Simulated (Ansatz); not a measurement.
The same path of AlH₅SSi (8 atoms, charge 0, multiplicity 1) was run 3 times with different band settings. Made: Al1–S3. The coordinate that changes most is the dihedral H4–Al1–Si2–H7.

Level of theory: Ansatz 0.2.0, RKS PBE0/def2-SVP.

Relaxed end points:

```xyz
8
Properties=species:S:1:pos:R:3
Al -1.210 0.913 -1.001
Si 0.647 0.026 0.346
S 0.200 -2.052 0.740
H -2.432 -0.015 -1.423
H -1.183 2.441 -1.450
H 0.804 0.784 1.632
H 1.960 0.159 -0.371
H 1.306 -2.313 1.472
```

```xyz
8
Properties=species:S:1:pos:R:3
Al -1.100 0.466 -0.726
Si 1.189 0.392 0.017
S -0.062 -1.519 0.396
H -1.353 0.083 -2.244
H -2.158 1.080 0.286
H 1.719 0.742 1.372
H 2.326 -0.146 -0.791
H -0.469 -1.154 1.634
```

Common settings: movable images 5; climbing image yes; optimiser quadratic models (default); start path through a guess of the saddle point; force threshold 0.05 eV/Å; iteration limit 60; end points relaxed.

| run | spring |
| --- | --- |
| 1 | 5.0 eV/Å² |
| 2 | 2.0 to 10.0 eV/Å², energy-weighted |
| 3 | 50.0 eV/Å² |

Q: What does each run give, and how far can it be trusted?

A: Run 1: converged after 11 iterations, highest image 0.031 eV above the first end. A vibrational analysis at the climbing image gives one clearly imaginary mode, 100i cm⁻¹: a first-order saddle point.
Run 2: converged after 12 iterations, highest image 0.031 eV above the first end. Another band between the same ends (5 images) ends at a top of the same energy, where a vibrational analysis finds 1 clearly imaginary mode.
Run 3: converged after 11 iterations, highest image 0.031 eV above the first end. Another band between the same ends (5 images) ends at a top of the same energy, where a vibrational analysis finds 1 clearly imaginary mode.
